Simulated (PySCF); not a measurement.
# Atomic charges by several schemes

CH₄ClSi (charge -1).
Z-matrix (Å and degrees, PBE0-D3(BJ)/def2-SVP geometry), rows numbered from 1:
```
C 
Si  1  1.9596
Cl  2  2.2567  1   96.08
H   1  1.1047  2  110.74  3    75.33
H   1  1.1041  2  113.59  3   -46.03
H   1  1.1071  2  109.28  3  -166.97
H   2  1.5563  1   94.29  3    95.55
```

Density: PBE0/pcSseg-1 (PySCF); schemes: Mulliken, IAO, Hirshfeld and ESP-fitted. Isolated species at its PBE0-D3(BJ)/def2-SVP geometry, gas phase. The pcSseg-1 basis has no diffuse functions, a weakness for an anion.

Task: Atoms with like bonding are taken together and averaged. For which atoms does the sign change between the 4 schemes (beyond +0.03 e in one, beyond −0.03 e in another)?

Result: C1 and Si2.

Task: Which atoms carry the lowest charge in the Mulliken, IAO, Hirshfeld and ESP-fitted schemes?

Result: The schemes don't all agree: Mulliken C1 (-0.620); IAO C1 (-0.672); Hirshfeld Cl3 (-0.386); ESP-fitted Si2 (-0.661).

Task: Do the Mulliken, IAO, Hirshfeld and ESP-fitted schemes agree on where the charge is highest?

Result: The schemes don't all agree: Mulliken Si2 (+0.189); IAO H4/H5/H6 (+0.110); Hirshfeld H4/H5/H6 (-0.001); ESP-fitted C1 (+0.093).

Task: Tabulate the Mulliken, IAO, Hirshfeld and ESP-fitted charges.

Result: In e; atoms taken as equivalent share a row and are averaged (×n: the atom named and its like, n in all):

```tsv
atom	environment	Mulliken	IAO	Hirshfeld	ESP-fitted
C1	Si-methyl carbon	-0.620	-0.672	-0.260	+0.093
Si2	silicon bonded to C, Cl and H	+0.189	+0.038	-0.167	-0.661
Cl3	silicon-bound chlorine	-0.599	-0.506	-0.386	-0.349
H4/H5/H6	methyl hydrogen	+0.084	+0.110	-0.001	-0.029
H7	Si–H hydrogen	-0.221	-0.191	-0.182	+0.003
```

Mean size of the charges over all atoms: Mulliken 0.269 e, IAO 0.248 e, ESP-fitted 0.170 e, Hirshfeld 0.143 e. Each set sums to the total charge, -1, to within 0.001 e. The Hirshfeld scheme divides the density at each point in proportion to the densities of the neutral, spherically averaged free atoms.

Some averages cover members that differ in this geometry: H4/H5/H6, ESP-fitted -0.048 to -0.008 e.

Task: Sum the charges by element, for elements with more than one atom.

Result: 
```json
{"element": "H", "atoms": "4", "Mulliken": "+0.030", "IAO": "+0.140", "Hirshfeld": "-0.186", "ESP-fitted": "-0.083"}
```

Task: How closely do the schemes follow one another over all atoms?

Result: Correlation coefficient and root-mean-square difference: Mulliken with IAO 0.97, 0.073 e; IAO with Hirshfeld 0.87, 0.194 e; Mulliken with Hirshfeld 0.83, 0.216 e; Hirshfeld with ESP-fitted 0.32, 0.241 e; IAO with ESP-fitted -0.12, 0.413 e; Mulliken with ESP-fitted -0.23, 0.445 e.

Task: How many electrons does the IAO scheme count on C1?

Result: Z − q = 6 − (-0.672) = 6.672.
